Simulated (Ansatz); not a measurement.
# SiH₂S: ionisation energy by level of theory

The task here is to estimate one member of a computed series from the others.

Computed with Ansatz 0.2.0, Gaussian basis. Level: unrestricted cation, the program's frozen cores in correlated methods.

The runs, in order: UKS PBE-D4/def2-TZVPP; UKS r2SCAN-D4/def2-TZVPP; UKS PBE0-D4/def2-TZVPP; UKS B3LYP-D4/def2-TZVPP; UKS wB97X-V/def2-TZVPP; UKS wB97M-V/def2-TZVPP; UKS B2PLYP/def2-TZVPP; UHF-CCSD(T)/def2-TZVPP; UHF-CCSD(T)/def2-QZVPP; extrapolation to the limit; then −ε(HOMO) from the neutral's earlier runs with LDA (SPW92), PBE-D4, revPBE-D4, BLYP-D4, r2SCAN-D4, B97M-V, PBE0-D4, B3LYP-D4, r2SCANh-D4, r2SCAN0-D4, HSE06-D4, BHLYP-D4, CAM-B3LYP-D4, LC-ωPBE, ωB97X-V, ωB97M-V.

### The geometry

All runs share one geometry, relaxed beforehand with PBE0-D4 in a triple-zeta def2 set.

SMILES `[SiH]S`, 4 atoms, charge 0, spin multiplicity 1.

Atoms are counted from 1 here; the program's logs count them from 0.

Bond lengths: Si1–S2 2.115 Å, Si1–H3 1.525 Å, S2–H4 1.346 Å. Angles: S2–Si1–H3 89.3°, Si1–S2–H4 97.5°.

As a file:

```csv
atom,x (Å),y (Å),z (Å)
Si1,-0.2628,-1.0744,0.1611
S2,0.1905,0.9588,-0.2066
H3,1.0175,-1.1908,0.9814
H4,-0.8897,1.2460,-0.9562
```

The first run:

in.yaml reads:

```yaml
crystal:
  periodic: [false, false, false]
  atoms:
    - {symbol: Si, position_ang: [-0.262757, -1.074443, 0.161085]}
    - {symbol: S, position_ang: [0.190500, 0.958847, -0.206590]}
    - {symbol: H, position_ang: [1.017471, -1.190823, 0.981388]}
    - {symbol: H, position_ang: [-0.889714, 1.246019, -0.956184]}
basis:
  gaussian: {orbitals: def2-TZVPP}
total_charge: 1
magnetization: {spin_polarized: true, initial_magnetization: 1}
hamiltonian: {xc: pbe, dispersion: d4}
```

The run is started by

```console
$ ansatz run in.yaml --threads 2 --pin off --events-out ev --progress --plain --max-ram 32768MiB --backend cpu
```

Among the steps run: Cation, UKS PBE-D4/def2-TZVPP; Cation, UKS r2SCAN-D4/def2-TZVPP; Cation, UKS PBE0-D4/def2-TZVPP; Cation, UKS B3LYP-D4/def2-TZVPP; Cation, UKS wB97X-V/def2-TZVPP; Cation, UKS wB97M-V/def2-TZVPP; Cation, UKS B2PLYP (frozen core)/def2-TZVPP; Cation, UHF-CCSD(T)/def2-TZVPP; Cation, UHF-CCSD(T)/def2-QZVPP.

One of the session's tables, all rows but one given; the rest of the session is left out.

For comparison, −ε(HOMO) of the neutral from earlier runs:

| functional | −ε(HOMO) (eV) |
| --- | --- |
| LDA (SPW92) | 5.88 |
| PBE-D4 | ? |
| revPBE-D4 | 5.79 |
| BLYP-D4 | 5.69 |
| r2SCAN-D4 | 6.03 |
| B97M-V | 6.10 |
| PBE0-D4 | 6.88 |
| B3LYP-D4 | 6.69 |
| r2SCANh-D4 | 6.42 |
| r2SCAN0-D4 | 7.00 |
| HSE06-D4 | 6.48 |
| BHLYP-D4 | 7.82 |
| CAM-B3LYP-D4 | 8.13 |
| LC-ωPBE | 9.44 |
| ωB97X-V | 9.11 |
| ωB97M-V | 8.92 |

**Question.** Estimate the row for PBE-D4.

The run gave: −ε(HOMO) (eV): 5.82. In the column «−ε(HOMO) (eV)» it lies between revPBE-D4 (5.79) and LDA (SPW92) (5.88).
